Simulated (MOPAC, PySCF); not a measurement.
C2H6S, SMILES `CSC`, neutral singlet in the gas phase. 

Cartesian coordinates (Å):
```xyz
9

C     -1.3599     0.2370     0.1203
S     -0.0538     0.3734    -1.1375
C      1.3581    -0.2241    -0.1595
H     -1.1481     0.8777     0.9910
H     -1.4886    -0.8046     0.4549
H     -2.2958     0.5753    -0.3468
H      1.5439     0.4210     0.7138
H      2.2409    -0.1943    -0.8140
H      1.2033    -1.2613     0.1777
```
Charge 0, multiplicity 1.

All levels are single points at this geometry (B3LYP-D3(BJ)/def2-SVP); Pople sets use spherical d functions. Orbital energies aren't observables, and empty levels follow the basis.

| level | HOMO (eV) | LUMO (eV) | gap (eV) | dipole (D) | vertical IE, Delta-SCF (eV) |
|---|---|---|---|---|---|
| M06-2X/def2-TZVP in PySCF | -7.48 | 1.75 | 9.23 | 1.57 | 8.75 |
| PBE-D3(BJ)/def2-TZVP in PySCF | -5.03 | -0.06 | 4.98 | 1.53 | 8.50 |
| B3LYP/3-21G in PySCF | -5.97 | 1.66 | 7.62 | 1.80 | – |
| B3LYP/6-311+G** in PySCF | -6.11 | 0.08 | 6.19 | 1.66 | – |
| BP86/6-31G* in PySCF | -4.99 | 0.33 | 5.32 | 1.72 | – |
| M06-2X/6-31G* in PySCF | -7.37 | 2.35 | 9.72 | 1.70 | – |
| PBE/6-31G* in PySCF | -4.88 | 0.41 | 5.30 | 1.72 | 8.48 |
| SVWN5/6-31G* in PySCF | -4.92 | 0.28 | 5.20 | 1.78 | 8.61 |
| HF/3-21G in PySCF | -9.25 | 5.74 | 14.99 | 1.92 | – |
| HF/6-31G* in PySCF | -9.12 | 5.22 | 14.34 | 1.76 | 7.70 |
| AM1 in MOPAC | -8.60 | 0.90 | 9.50 | 1.80 | – |
| PM6 in MOPAC | -8.50 | 0.79 | 9.29 | 1.81 | – |
| PM7 in MOPAC | -8.43 | 0.22 | 8.65 | 1.82 | – |
